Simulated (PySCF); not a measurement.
Gas-phase reaction: 3 H3SiSiCl3 + 3 OH + c-Si3H6 → 3 SiCl3OH + 3 Si2H5

Energies from PySCF, thermal terms from the rigid-rotor harmonic-oscillator model, ideal gas at 1 bar. † marks an energy on the PBE0/def2-TZVP geometry and frequencies; other levels use their own. MP2 freezes the core. 6-31G* has spherical d functions here. Open shells (unrestricted): OH (multiplicity 2, electronic degeneracy 4), Si2H5 (multiplicity 2); the rest are closed-shell singlets. Spin-orbit splitting is ignored; it lowers the true energy and changes the entropy of OH. B3LYP is the form with VWN-RPA correlation. H3SiSiCl3, c-Si3H6, SiCl3OH, Si2H5: computed as isolated molecules; such fragments, hydroxides, amides, oligomers or adducts are transient or little studied in the gas. MP2 isn't extrapolated to the basis-set limit; its ΔH°(298 K) is -855.7 kJ in def2-SVP and -901.6 kJ in def2-TZVPP. The harmonic model lacks anharmonicity and excited electronic states, which grow with temperature; levels with a mode under 35 cm⁻¹ are left out. Internal rotation in H3SiSiCl3, SiCl3OH, Si2H5 is treated as a harmonic vibration of one conformer, which makes the entropy rough.

```csv
level,"ΔE electronic, kJ","ΔH°(298 K), kJ","ΔS°(298 K), J/K","ΔG°(800 K), kJ"
B3LYP/6-31G*,-802,-785,-50,-740
HF/def2-TZVP†,-705,-688,-57,-638
MP2/def2-SVP†,-873,-856,-57,-805
PBE/def2-SVP,-832,-815,-51,-770
r2SCAN/def2-TZVP†,-850,-832,-57,-782
ωB97X-V/def2-TZVP†,-817,-799,-57,-749
```
ΔH° is lowest at MP2/def2-SVP† and highest at HF/def2-TZVP†. No reference value is set beside these.
